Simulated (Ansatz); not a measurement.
```yaml
crystal:
  periodic: [false, false, false]
  atoms:
    - {symbol: S, position_ang: [-1.680751, -0.507204, -0.003460]}
    - {symbol: Al, position_ang: [0.590536, -0.175346, -0.000762]}
    - {symbol: Si, position_ang: [2.909562, -0.143586, 0.000249]}
    - {symbol: H, position_ang: [-1.819346, 0.826136, 0.003973]}
basis:
  gaussian: {orbitals: def2-TZVP}
magnetization: {spin_polarized: true, initial_magnetization: 2}
hamiltonian: {xc: pbe0}
relax: {f_tol: 0.004, max_steps: 80}
```

```sh
$ ansatz run in.yaml --threads 1 --pin off --events-out ev --progress --plain --max-ram 2176MiB
```

Steps of the relaxation (energy above the last step; positions in Å, forces in eV/Å):

```
4
step 1, 63.9 meV
S    -1.681   -0.507   -0.003    1.098    0.064    0.001
Al    0.591   -0.175   -0.001   -1.259   -0.274   -0.002
Si    2.910   -0.144    0.000    0.286    0.036    0.000
H    -1.819    0.826    0.004   -0.125    0.173    0.001
```

```
4
step 2, 25.0 meV
S    -1.598   -0.472   -0.003   -0.007    0.330    0.002
Al    0.607   -0.207   -0.001   -0.340    0.062    0.000
Si    2.949   -0.163    0.000    0.040    0.010    0.000
H    -1.958    0.842    0.004    0.307   -0.401   -0.002
```

```
4
step 3, 3.5 meV
S    -1.616   -0.495   -0.003   -0.071    0.231    0.001
Al    0.564   -0.204   -0.001   -0.010   -0.016    0.000
Si    2.909   -0.141    0.000    0.003    0.018    0.000
H    -1.857    0.840    0.004    0.078   -0.232   -0.001
```

```
4
step 4, 1.7 meV
S    -1.625   -0.496   -0.003   -0.006    0.104    0.001
Al    0.555   -0.209   -0.001   -0.006   -0.040    0.000
Si    2.900   -0.132    0.000    0.003    0.018    0.000
H    -1.830    0.838    0.004    0.009   -0.082    0.000
```

```
4
step 7, 0.0 meV
S    -1.640   -0.487   -0.003    0.001   -0.003    0.000
Al    0.549   -0.270   -0.001    0.000    0.000    0.000
Si    2.888   -0.093    0.001   -0.001    0.000    0.000
H    -1.797    0.850    0.004    0.000    0.003    0.000
```

Close pairs at the end: S1–H4 1.347 Å, S1–Al2 2.199 Å, Al2–Si3 2.346 Å.

A stationary point of unrestricted PBE0 after 7 steps, with ⟨S²⟩ = 2.009 against 2.00 for a pure state; no frequencies were run, so it isn't proven a minimum. 34 s on 1 thread of Intel Xeon Platinum 8488C, shared host.
